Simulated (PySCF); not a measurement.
## methyl fluoride: adiabatic energies of losing or gaining an electron at several levels

Structure: `CF` (CH3F).

All levels share the PBE0-D3(BJ)/def2-SVP structures and the PBE0-D3(BJ)/def2-SVP thermal terms; only the single-point energies (PySCF) change. Values are adiabatic energies of losing or gaining an electron (0 K, eV).

| level | ionisation energy to the radical cation | abs. error | time |
| --- | --- | --- | --- |
| HF/jun-cc-pV(T+d)Z | 11.76 | 0.77 | 1.8 s |
| ωB97X-D3(BJ)/ma-def2-TZVP | 12.39 | 0.14 | – |
| CCSD(T)/jun-cc-pV(T+d)Z | 12.47 | 0.06 | 13 min |
| MP2/jun-cc-pV(T+d)Z | 12.48 | 0.05 | 14 s |
| ATcT 1.112 | 12.53 |  |  |

Times are wall times for all single points of a level on 1 thread of Arm Neoverse V1, a shared host; the dash marks the run that also made the structures.

Hartree-Fock leaves out electron correlation, so its ionisation energies and electron affinities from energy differences come out too low, often by 1 eV or more.

The spread: 0.72 eV, from 11.76 to 12.48.
